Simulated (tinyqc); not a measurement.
Inside a calculation. Method: RKS/PBE0 in the sto-3g basis, for HF, spin multiplicity 1. One step of it, computed by the program tinyqc.

Task: Iteration 1: building the Kohn-Sham matrix. J_ij = sum D_kl (ij|kl), K_ij = sum D_kl (ik|jl); F = H + J - 0.125 K + V_xc; E = tr D H + tr D J / 2 - 0.0625 tr D K + E_xc + E_nn.

D at the start:
```
            1F 1s      1F 2s    1F 2px    1F 2py     1F 2pz      2H 1s
1F 1s    2.116406  -0.489681  0.000000  0.000000   0.010392  -0.052667
1F 2s   -0.489681   2.062954  0.000000  0.000000  -0.037851   0.164252
1F 2px   0.000000   0.000000  2.000000  0.000000   0.000000   0.000000
1F 2py   0.000000   0.000000  0.000000  2.000000   0.000000   0.000000
1F 2pz   0.010392  -0.037851  0.000000  0.000000   1.976348   0.082401
2H 1s   -0.052667   0.164252  0.000000  0.000000   0.082401   0.016865
```

core Hamiltonian H = T + V (hartree):
```
             1F 1s       1F 2s     1F 2px     1F 2py     1F 2pz      2H 1s
1F 1s   -40.349652   -9.466929   0.000000   0.000000  -0.004765  -0.385460
1F 2s    -9.466929  -10.827847   0.000000   0.000000  -0.059620  -1.012523
1F 2px    0.000000    0.000000  -8.517524   0.000000   0.000000   0.000000
1F 2py    0.000000    0.000000   0.000000  -8.517524   0.000000   0.000000
1F 2pz   -0.004765   -0.059620   0.000000   0.000000  -8.541248  -0.777571
2H 1s    -0.385460   -1.012523   0.000000   0.000000  -0.777571  -3.381749
```

Two-electron integrals (ij|kl) in chemists' order, unique and non-zero (hartree):
```
(11|11) 5.403501   (21|11) 0.841920   (21|21) 0.156299   (22|11) 1.268028
(22|21) 0.292344   (22|22) 0.926167   (31|31) 0.027998   (32|31) 0.043169
(32|32) 0.204588   (33|11) 1.264502   (33|21) 0.292403   (33|22) 0.925959
(33|33) 0.997514   (41|41) 0.027998   (42|41) 0.043169   (42|42) 0.204588
(43|43) 0.053770   (44|11) 1.264502   (44|21) 0.292403   (44|22) 0.925959
(44|33) 0.889973   (44|44) 0.997514   (51|51) 0.027998   (52|51) 0.043169
(52|52) 0.204588   (53|53) 0.053770   (54|54) 0.053770   (55|11) 1.264502
(55|21) 0.292403   (55|22) 0.925959   (55|33) 0.889973   (55|44) 0.889973
(55|55) 0.997514   (61|11) 0.034408   (61|21) 0.006337   (61|22) 0.011791
(61|33) 0.011778   (61|44) 0.011778   (61|51) 0.000235   (61|52) 0.000446
(61|55) 0.011820   (61|61) 0.000259   (62|11) 0.102855   (62|21) 0.024100
(62|22) 0.087360   (62|33) 0.086129   (62|44) 0.086129   (62|51) 0.001584
(62|52) 0.013455   (62|55) 0.089733   (62|61) 0.000990   (62|62) 0.010998
(63|31) 0.002329   (63|32) 0.014605   (63|53) 0.002731   (63|63) 0.001535
(64|41) 0.002329   (64|42) 0.014605   (64|54) 0.002731   (64|64) 0.001535
(65|11) 0.077843   (65|21) 0.018454   (65|22) 0.071824   (65|33) 0.069082
(65|44) 0.069082   (65|51) 0.003296   (65|52) 0.024265   (65|55) 0.077229
(65|61) 0.000781   (65|62) 0.011162   (65|65) 0.012783   (66|11) 0.323881
(66|21) 0.077065   (66|22) 0.322748   (66|33) 0.315677   (66|44) 0.315677
(66|51) 0.004666   (66|52) 0.057254   (66|55) 0.336787   (66|61) 0.003165
(66|62) 0.057173   (66|65) 0.068799   (66|66) 0.774606
```

nuclear repulsion = 2.92183736 hartree

V_xc (hartree):
```
            1F 1s      1F 2s     1F 2px     1F 2py     1F 2pz      2H 1s
1F 1s   -2.633289  -0.368377   0.000000   0.000000   0.000149  -0.015178
1F 2s   -0.368377  -0.724298   0.000000   0.000000   0.001039  -0.057014
1F 2px   0.000000   0.000000  -0.719523   0.000000   0.000000   0.000000
1F 2py   0.000000   0.000000   0.000000  -0.719523   0.000000   0.000000
1F 2pz   0.000149   0.001039   0.000000   0.000000  -0.719313  -0.041741
2H 1s   -0.015178  -0.057014   0.000000   0.000000  -0.041741  -0.131666
```

E_xc = sum of w rho eps_xc = -8.55957465 hartree

Give: Coulomb J; exchange K; Kohn-Sham matrix F; total energy of this density.

Result:

Coulomb J (hartree):
```
          1F 1s    1F 2s  1F 2px  1F 2py   1F 2pz   2H 1s
1F 1s   20.8329   3.9910  0.0000  0.0000  -0.0016  0.1619
1F 2s    3.9910   9.8866  0.0000  0.0000  -0.0053  0.9015
1F 2px   0.0000   0.0000  9.8777  0.0000   0.0000  0.0000
1F 2py   0.0000   0.0000  0.0000  9.8777   0.0000  0.0000
1F 2pz  -0.0016  -0.0053  0.0000  0.0000   9.8780  0.7289
2H 1s    0.1619   0.9015  0.0000  0.0000   0.7289  3.2427
```

exchange K (hartree):
```
          1F 1s    1F 2s  1F 2px  1F 2py   1F 2pz   2H 1s
1F 1s   11.0997   1.9458  0.0000  0.0000   0.0010  0.0812
1F 2s    1.9458   3.2064  0.0000  0.0000  -0.0168  0.3367
1F 2px   0.0000   0.0000  2.6529  0.0000   0.0000  0.0000
1F 2py   0.0000   0.0000  0.0000  2.6529   0.0000  0.0000
1F 2pz   0.0010  -0.0168  0.0000  0.0000   2.6461  0.2276
2H 1s    0.0812   0.3367  0.0000  0.0000   0.2276  0.0957
```

Kohn-Sham matrix F (hartree):
```
           1F 1s    1F 2s  1F 2px  1F 2py   1F 2pz    2H 1s
1F 1s   -23.5375  -6.0876  0.0000  0.0000  -0.0063  -0.2489
1F 2s    -6.0876  -2.0664  0.0000  0.0000  -0.0617  -0.2101
1F 2px    0.0000   0.0000  0.3090  0.0000   0.0000   0.0000
1F 2py    0.0000   0.0000  0.0000  0.3090   0.0000   0.0000
1F 2pz   -0.0063  -0.0617  0.0000  0.0000   0.2867  -0.1189
2H 1s    -0.2489  -0.2101  0.0000  0.0000  -0.1189  -0.2826
```

total energy of this density = -98.252039 hartree
